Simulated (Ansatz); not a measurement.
C6H10 can be A, `CCC#CCC`, or B, `C1C[C@@H]2C[C@@H]2C1`.

Gas-phase electronic energies from Ansatz, PBE0-D4/def2-TZVP geometries. CCSD(T)/CBS is the MP2 limit (def2-TZVPP, def2-QZVPP) plus CCSD(T) − MP2 in def2-TZVPP, frozen cores. Functionals use def2-TZVPP. B3LYP here is the variant with VWN-RPA as its local correlation; programs differ in this.

A:

```xyz
16

C     0.434    1.044    2.471
C    -0.695    1.402    1.507
C    -0.633    0.654    0.262
C    -0.563    0.024   -0.761
C    -0.456   -0.750   -1.988
C     0.734   -1.707   -1.983
H     1.407    1.248    2.020
H     0.352    1.626    3.391
H     0.400   -0.016    2.730
H    -1.662    1.221    1.988
H    -0.664    2.474    1.284
H    -0.375   -0.065   -2.839
H    -1.383   -1.313   -2.140
H     1.670   -1.159   -1.864
H     0.654   -2.418   -1.159
H     0.779   -2.267   -2.919
```

B:

```xyz
16

C     1.2311    0.4091   -0.4592
C     0.2647    1.3123    0.3173
C    -0.9477    0.4461    0.5726
C    -1.4784   -0.3531   -0.5795
C    -0.5359   -0.9900    0.3970
C     0.9311   -1.0122    0.0332
H     2.2755    0.6908   -0.3141
H     1.0343    0.4838   -1.5312
H     0.0329    2.2337   -0.2246
H     0.7033    1.6024    1.2779
H    -1.6392    0.7339    1.3555
H    -1.1301   -0.1306   -1.5820
H    -2.5166   -0.6569   -0.5299
H    -0.9233   -1.7627    1.0504
H     1.5171   -1.2358    0.9309
H     1.1812   -1.7708   -0.7141
```

Question: Which isomer does CCSD(T)/CBS put lower? Give the gap. (Estimate.)

Answer: Computed: B, by 78.3 kJ/mol.

Question: Give E(B) − E(A) in kJ/mol with HF/def2-TZVPP, PBE0-D4, CCSD(T)/def2-TZVPP, ωB97M-V, B3LYP, CCSD/def2-TZVPP, MP2/def2-TZVPP. (Estimate.)

Answer: Ansatz gave: HF/def2-TZVPP -43.6, PBE0-D4 -105.9, CCSD(T)/def2-TZVPP -80.1, ωB97M-V -88.4, B3LYP -47.7, CCSD/def2-TZVPP -79.1, MP2/def2-TZVPP -87.3. None reverses the order clearly.

Largest T1 diagnostic: 0.010.

In def2-TZVPP, CCSD(T) changes the Hartree–Fock value by −36.5 kJ/mol (the triples alone add −1.0 kJ/mol) and MP2 by −43.7 kJ/mol. From r2SCAN to r2SCAN0 (25 % exact exchange), in def2-TZVPP and without D4, E(B) − E(A) moves by −13.3 kJ/mol.
